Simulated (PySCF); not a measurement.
One of the candidates below gave these computed data.

All candidates are C5H11F.

| technique | computed result |
| --- | --- |
| XPS | C1s 290.7 (×3), C1s 290.8, C1s 292.7, F1s 692.2 eV [ΔSCF SCAN, pcX-2 on the ionised atom, pcseg-1 elsewhere, spin-free X2C] |
| Valence photoelectron | vertical ionisation energy: 10.97 eV [ΔSCF PBE0/def2-SVPD] |
| Polarisability | 64.0 au [PBE0/def2-SVPD] |
| Couplings | largest of the computed one-bond spin–spin couplings (means over like bonds): 19F–13C -238.8, 13C–1H +152.8 (×2), 13C–1H +132.7 (×9), 13C–13C +38.2, 13C–13C +36.3 (×3) Hz [B3LYP/pcJ-1, spin–dipole term left out for some pairs] |
| Rotational structure | rotational constants A, B, C: 4.432, 2.591, 2.589 GHz [PBE0-D3(BJ)/def2-SVP] |
| UV, first state | lowest singlet excitation: 8.45 eV (147 nm, f = 0.063) [TDDFT PBE0/def2-SVPD] |
| Dipole | 1.74 D [PBE0/def2-SVPD] |

The electronic properties come from PySCF, for the isolated species, density fitting. Levels stand in brackets. Geometry: PBE0-D3(BJ)/def2-SVP; no solvent, vibrations or thermal averaging.

**Question.** Which candidate is it?
A. `CCC[C@@H](C)F` (CH3CH2CH2CHFCH3)
B. `CCC(F)CC` ((CH3CH2)2CHF)
C. `CC(C)(C)CF` ((CH3)3CCH2F)

**Answer.** C. It is `CC(C)(C)CF`. Numbering: `[CH3:1][C:2]([CH3:3])([CH3:4])[CH2:5][F:6]`. Its formula, C5H11F, gives 0 degrees of unsaturation, so no ring and no π bond. The couplings run between: -238.8 Hz, alkyl fluorine [F6] and sp3 C–F carbon [C5]; +152.8 Hz, sp3 C–F carbon [C5] and its hydrogen (with 1 like pair); +132.7 Hz, methyl carbon [C1] and its hydrogen (with 8 like pairs); +38.2 Hz, quaternary sp3 carbon [C2] and sp3 C–F carbon [C5]; +36.3 Hz, methyl carbon [C1] and quaternary sp3 carbon [C2] (with 2 like pairs). The core levels belong to: C1s 290.7 eV, methyl carbon [C1/C3/C4]; C1s 290.8 eV, quaternary sp3 carbon [C2]; C1s 292.7 eV, sp3 C–F carbon [C5]; F1s 692.2 eV, alkyl fluorine [F6]. One atom of each topological class was ionised and stands for its class. The first electron is taken from the HOMO, whose largest Löwdin shares are 0.22 on the sp3 C–F carbon, 0.21 on the quaternary sp3 carbon, 0.20 on the alkyl fluorine and 0.06 on a methyl carbon. The optimised geometry has point group Cs and is an asymmetric top.

The others, at the same levels:
- `CCC(F)CC` fails: its computed core binding energies are C1s 290.6 (×2), C1s 290.7 (×2), C1s 292.7, F1s 691.9 eV, rotational constant A is 7.612 GHz (against 4.432 GHz) and smallest rotational constant is 1.672 GHz (against 2.589 GHz).
- `CCC[C@@H](C)F` fails: its computed core binding energies are C1s 290.5, C1s 290.6, C1s 290.6, C1s 290.8, C1s 292.8, F1s 691.9 eV, rotational constant A is 7.408 GHz (against 4.432 GHz) and smallest rotational constant is 1.517 GHz (against 2.589 GHz).

Each candidate is one conformer, not necessarily the lowest. The conformers computed, where there is a choice (atom-mapped SMILES and torsion angles):
- `[CH3:1][C:2]([CH3:3])([CH3:4])[CH2:5][F:6]`: C1–C2–C5–F6 180°
- `[CH3:1][CH2:2][CH:3]([F:4])[CH2:5][CH3:6]`: C1–C2–C3–F4 -59°, C2–C3–C5–C6 179°
- `[CH3:1][CH2:2][CH2:3][C@@H:4]([CH3:5])[F:6]`: C1–C2–C3–C4 178°, C2–C3–C4–C5 180°

One-bond C–F couplings are unscaled; at this level they come out some 30 % too large in size.
